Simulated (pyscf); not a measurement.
One four-centre exchange on the singlet surface with elements of a group swapped. ωB97M-D3(BJ)/def2-TZVP, kJ/mol, from the separated reactants. Structures and frequencies: ωB97X-D3(BJ)/def2-SVP in PySCF.

| step | barrier | reaction energy | imaginary mode (i cm⁻¹) |
|---|---|---|---|
| H₃C–Zn–TeH + CH₄ -> TeH₂ + H₃C–Zn–CH₃ | 221.8 | +143.3 | 1090 |
| CH₄ + H₃C–Zn–SeH -> H₃C–Zn–CH₃ + H₂Se | ___ | ___ | 1195 |

**Question.** What belongs in the gaps?

**Answer.** 
- CH₄ + H₃C–Zn–SeH -> H₃C–Zn–CH₃ + H₂Se, barrier: 212.5
- CH₄ + H₃C–Zn–SeH -> H₃C–Zn–CH₃ + H₂Se, reaction energy: +136.5

Row 1: On the product side the descent ends in an adduct with a Te–Zn contact (not fully relaxed), 24.9 kJ/mol under the separated species and 83.5 kJ/mol under the saddle at ωB97X-D3(BJ)/def2-TZVP. Row 2: On the product side the descent ends in a complex (not fully relaxed), 23.7 kJ/mol under the separated species and 84.6 kJ/mol under the saddle at ωB97X-D3(BJ)/def2-TZVP. Each row is the saddle that its search found. Elements up to Kr have no core potential and no relativistic terms here. Elements past Kr carry the def2 core potentials, without spin-orbit coupling.
